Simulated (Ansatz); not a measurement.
Born–Oppenheimer molecular dynamics of BH5S (7 atoms, charge 0, multiplicity 1). It starts at the highest image of a converged band, a first-order saddle point between two minima.

All numbers below come from RKS r2SCAN/cc-pVDZ (Ansatz).

* ensemble: NVE (velocity Verlet)
* time step: 0.5 fs
* steps asked: 200
* starting velocities drawn for: 300 K
* seed: 7793

First frame:

```xyz
7
Properties=species:S:1:pos:R:3
B -0.018 -0.219 0.082
H -0.249 0.119 1.298
H 1.017 0.306 -0.234
H -1.044 -0.137 -0.536
S 0.484 -2.214 0.317
H -0.783 -2.696 0.360
H 0.057 -0.995 1.256
```

(1) How far do the bonds stretch over the last three quarters of this one trajectory? (Pairs bonded in most of those frames.)

Answers

(1) 
```json
{"bond": "B1–H3", "mean (Å)": "1.203", "spread (Å)": "0.011", "shortest": "1.18", "longest": "1.22"}
{"bond": "B1–H4", "mean (Å)": "1.204", "spread (Å)": "0.008", "shortest": "1.19", "longest": "1.22"}
{"bond": "B1–S5", "mean (Å)": "1.797", "spread (Å)": "0.086", "shortest": "1.67", "longest": "1.93"}
{"bond": "H2–H7", "mean (Å)": "0.764", "spread (Å)": "0.034", "shortest": "0.71", "longest": "0.82"}
{"bond": "S5–H6", "mean (Å)": "1.361", "spread (Å)": "0.025", "shortest": "1.32", "longest": "1.40"}
```

Mean temperature of the second half: 1188 K. The conserved energy stayed within 0.18 meV per atom of its start (net change -0.098 meV per atom), so the integration is sound. The system heated up, since it started high on the potential surface and ran downhill. A run of 0.1 ps of so small a system gives no equilibrium averages. The orbitals stay closed-shell, which can raise the energy where a bond breaks towards radicals; this wasn't checked here.

Run time: 11 min on 1 thread of Arm Neoverse N1, with other jobs on the host, peak memory 0.1 GiB.
